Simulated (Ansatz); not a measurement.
Born–Oppenheimer molecular dynamics of CH6Si (8 atoms, charge 0, multiplicity 1). It starts from a relaxed structure.

Level of theory: Ansatz, RKS LDA/cc-pVDZ.

* ensemble: NVE (velocity Verlet)
* time step: 0.25 fs
* steps asked: 250
* starting velocities drawn for: 500 K
* seed: 759727

First frame:

```xyz
8
Properties=species:S:1:pos:R:3
Si 0.000 0.000 0.008
C 0.000 0.000 1.885
H -1.033 -0.108 2.277
H 0.610 -0.841 2.278
H 0.423 0.949 2.278
H 1.405 0.150 -0.531
H -0.832 1.142 -0.531
H -0.572 -1.292 -0.531
```

**Question.** How far do the bonds stretch over the last three quarters of this one trajectory? (Pairs bonded in most of those frames.)

**Answer.** 
| bond | mean (Å) | spread (Å) | shortest | longest |
| --- | --- | --- | --- | --- |
| Si1–C2 | 1.887 | 0.058 | 1.79 | 1.97 |
| Si1–H6 | 1.516 | 0.034 | 1.46 | 1.57 |
| Si1–H7 | 1.519 | 0.043 | 1.45 | 1.59 |
| Si1–H8 | 1.519 | 0.049 | 1.44 | 1.59 |
| C2–H3 | 1.112 | 0.015 | 1.09 | 1.14 |
| C2–H4 | 1.116 | 0.033 | 1.06 | 1.16 |
| C2–H5 | 1.110 | 0.009 | 1.10 | 1.12 |

Mean temperature of the second half: 246 K. The conserved energy stayed within 0.061 meV per atom of its start (net change 0.034 meV per atom), so the integration is sound. Over the second half the temperature averaged 0.49 of the 500 K drawn at the start: a run that starts near a minimum puts about half its kinetic energy into the potential. A run of 0.062 ps of so small a system gives no equilibrium averages.

Run time: 3.1 min on 1 thread of Arm Neoverse V2 (shared host), peak memory 0.099 GiB.
